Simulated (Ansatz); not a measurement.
Start from `FC1=COC1` and change one atom or group to get `OC1=COC1`.

Ansatz, PBE0-D4/def2-TZVP geometries, multiplicity 1. Each molecule was computed in one conformer, which needn't be the lowest.

```
                                                                                  property  `FC1=COC1`
                                                   HOMO–LUMO gap (ωB97M-V/def2-TZVPP) / eV       11.53
ideal-gas entropy at 298 K and 1 bar (rigid rotor, harmonic PBE0-D4/def2-TZVP) / J/(mol·K)         283
                                                       LUMO energy (B3LYP/def2-TZVPP) / eV        0.27
                                                       HOMO energy (B3LYP/def2-TZVPP) / eV       -6.35
                                                      HOMO–LUMO gap (PBE0/def2-TZVPP) / eV        7.12
                                        size of the dipole moment (ωB97M-V/def2-TZVPP) / D        0.41
```

Q: Give the same properties after the change, and the shifts. (An estimate is asked.)

A: Computed: 
| property | `OC1=COC1` | shift |
| --- | --- | --- |
| HOMO–LUMO gap (ωB97M-V/def2-TZVPP) / eV | 10.43 | -1.10 |
| ideal-gas entropy at 298 K and 1 bar (rigid rotor, harmonic PBE0-D4/def2-TZVP) / J/(mol·K) | 292 | 9 |
| LUMO energy (B3LYP/def2-TZVPP) / eV | 0.25 | -0.02 |
| HOMO energy (B3LYP/def2-TZVPP) / eV | -5.83 | 0.52 |
| HOMO–LUMO gap (PBE0/def2-TZVPP) / eV | 6.69 | -0.43 |
| size of the dipole moment (ωB97M-V/def2-TZVPP) / D | 2.18 | 1.77 |

With PBE0 the HOMO rises by 0.52 eV and the LUMO rises by 0.10 eV, so the gap narrows by about 0.42 eV. PBE moves the HOMO by 0.47 eV and ωB97M-V by 0.55 eV. The zero-point energy changes by 31.2 kJ/mol with +3 modes. Dipoles are sizes alone; their direction can turn.

B3LYP here is the variant with VWN-RPA as its local correlation; programs differ in this.
